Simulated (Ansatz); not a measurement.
# CH5N (triplet): from Hartree-Fock to the top rungs at distance C1–H5 along a hydrogen transfer = 1.090 Å, cc-pVDZ

One table from this session's results is given with a row withheld; the runs are named, their logs left out.

The runs use Ansatz 0.2.0, Gaussian basis; cc-pVDZ, core rule «outside noble gas», up to 2 orbitals frozen.

Plan: UHF; CCSD(T) on ROHF; CCSD(T) on UHF; BCCD(T) on ROHF; CISD; CCSDT(Q) on ROHF; CCSDT(Q) on UHF; CASSCF and MRCISD+Q, 4 electrons in 4 orbitals; CASSCF and NEVPT2, 4 electrons in 4 orbitals.

### What is computed

The geometry derives from fragments relaxed apart (PBE0/def2-TZVP) and kept rigid, so it is no stationary point. A hydrogen atom is moved between rigid fragments.

7 atoms, charge 0, spin multiplicity 3.

Atoms are counted from 1 here; the program's logs count them from 0.

Bond lengths: C1–H2 1.090 Å, C1–H3 1.090 Å, C1–H4 1.090 Å, C1–H5 1.090 Å, H5–N6 1.295 Å, N6–H7 1.040 Å. Angles: H2–C1–H3 109.5°, H2–C1–H4 109.5°, H2–C1–H5 109.5°, H3–C1–H4 109.5°, H3–C1–H5 109.5°, H4–C1–H5 109.5°, C1–H5–N6 180.0°, H5–N6–H7 105.0°.

Set-up of the first run:

in.yaml reads:

```yaml
crystal:
  periodic: [false, false, false]
  atoms:
    - {symbol: C, position_ang: [-1.161768, 0.032592, 0.000000]}
    - {symbol: H, position_ang: [-1.524973, 1.059892, 0.000000]}
    - {symbol: H, position_ang: [-1.524974, -0.481059, 0.889668]}
    - {symbol: H, position_ang: [-1.524973, -0.481059, -0.889669]}
    - {symbol: H, position_ang: [-0.072151, 0.032592, 0.000000]}
    - {symbol: N, position_ang: [1.223232, 0.032592, 0.000000]}
    - {symbol: H, position_ang: [1.492314, -0.971635, 0.000000]}
basis:
  gaussian: {orbitals: cc-pVDZ}
magnetization: {spin_polarized: true, initial_magnetization: 2}
hamiltonian: {xc: hf}
output: {orbitals: {seedname: orbitals}}
```

Started as:

```
> ansatz run in.yaml --threads 1 --pin off --events-out ev --progress --plain --max-ram 4096MiB --backend cpu
```

Among the steps run: UHF; CCSD(T) on ROHF; CCSD(T) on UHF; BCCD(T) on ROHF; CISD; CCSDT(Q) on ROHF; CCSDT(Q) on UHF; CASSCF and MRCISD+Q, 4 electrons in 4 orbitals; CASSCF and NEVPT2, 4 electrons in 4 orbitals.

One of the session's tables, all rows but one given; the rest of the session is left out.

It belongs to the step «Misses and costs». 

| method | from UCCSDT(Q) (meV) |
| --- | --- |
| ROHF | +9308.1 |
| UHF | +9027.7 |
| RMP2 | +1342.0 |
| UMP2 | +1353.5 |
| CISD | +980.7 |
| RCCSD | +229.8 |
| UCCSD | +224.2 |
| RCCSD(T) | +33.1 |
| UCCSD(T) | +32.7 |
| BCCD(T) | +33.6 |
| RCCSDT | +11.6 |
| UCCSDT | ? |
| RCCSDT(Q) | +1.3 |
| UCCSDT(Q) | 0 |
| CASSCF pair | +8690.2 |
| NEVPT2 pair | +1290.0 |
| MRCISD pair | +885.7 |
| MRCISD+Q pair | +101.1 |

**Question.** Estimate the row for UCCSDT.

**Answer.** from UCCSDT(Q) (meV): +10.3. In the column «from UCCSDT(Q) (meV)» it lies between RCCSDT(Q) (+1.3) and RCCSDT (+11.6).

Limits of these values: Restricted and unrestricted rows rest on different reference determinants; where their highest levels disagree by more than a few hundredths of an eV, they describe different states and don't form one ladder.
